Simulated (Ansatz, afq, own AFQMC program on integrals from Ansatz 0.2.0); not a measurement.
# BH4⁺, singlet in cc-pVDZ, levels against full CI

```yaml
atoms:
  - { symbol: B, position_ang: [0.0024, 0.0966, -0.0978] }
  - { symbol: H, position_ang: [-0.0132, 0.9580, 0.7520] }
  - { symbol: H, position_ang: [-0.0546, -2.1755, 2.2042] }
  - { symbol: H, position_ang: [0.0237, 0.9465, -0.9590] }
  - { symbol: H, position_ang: [0.0180, -0.7649, -0.9477] }
```

Basis cc-pVDZ. Noble-gas cores (and the filled d shells of Ga–Kr and In–Xe) are frozen. Ansatz 0.2.0 and our own AFQMC program on the same integrals; the CISD trial comes from CCSD amplitudes, and released means the phaseless constraint is let go. ± is one standard error of the sampling.

Determinant: RHF, the one that the program's search chose, which needn't be the lowest solution. The geometry is a point of a scan.

Full CI on the same integrals is exact in this basis and with this determinant's frozen core.

Cautions: restricted determinant unstable towards unrestricted (UHF 2.50 eV lower, ⟨S²⟩ 1.00); strong correlation (T1 0.184, weight of the determinant 0.55, largest double 0.77); (T) is large, 13 % of the CCSD correlation; CCSD(T) is in doubt: in a space of 6 electrons in 8 natural orbitals full CI lies 253 meV above it; the CCSDT(Q) amplitudes may be one of several solutions (largest double 0.92); the released energy hasn't reached full CI (186 meV above it at 2.40 1/Eh), so no released level is given (meV from the phaseless value at times in 1/Eh: 20 ± 18 at 0.24, 16 ± 18 at 0.51, -29 ± 21 at 0.99, -40 ± 23 at 1.62, -37 ± 26 at 2.40); the next higher spin lies close (full CI puts it 117 meV above).

```
T1 diagnostic                               : 0.1838
weight of the determinant in the CISD state : 0.547
size of the correlated space                : 6 electrons in 33 orbitals
```

```csv
level,correlation energy (eV)
MP2,-3.4231
CCSD,-4.7388
CCSD(T),-5.3777
```

Task: Estimate where phaseless AFQMC with a CISD trial lies against CCSD(T) on the same integrals.

Result: 12.14 ± 0.31 kcal/mol above CCSD(T).

Reference: full CI, correlation energy -5.075 eV. The cautions show a poor starting determinant, so the rows tell how each method copes with it here, and full CI is the sure value.

| level | E − E(reference) (kcal/mol) | share of correlation (%) |
| --- | --- | --- |
| CCSD(T) | -6.99 | 105.97 |
| CCSDT | 0.22 | 99.81 |
| CCSDT(Q) | -0.04 | 100.03 |
| ph-AFQMC/CISD | 5.16 ± 0.31 | 95.59 |

CCSDT and higher add their correlation energy to the determinant of the CCSD(T) run, since their own runs factorise the integrals more tightly (a shift of under 2 meV). A walk keeps the symmetry of its determinant, which the program's search chose and which needn't be the lowest solution, so a lower state of the same spin and another symmetry isn't excluded.
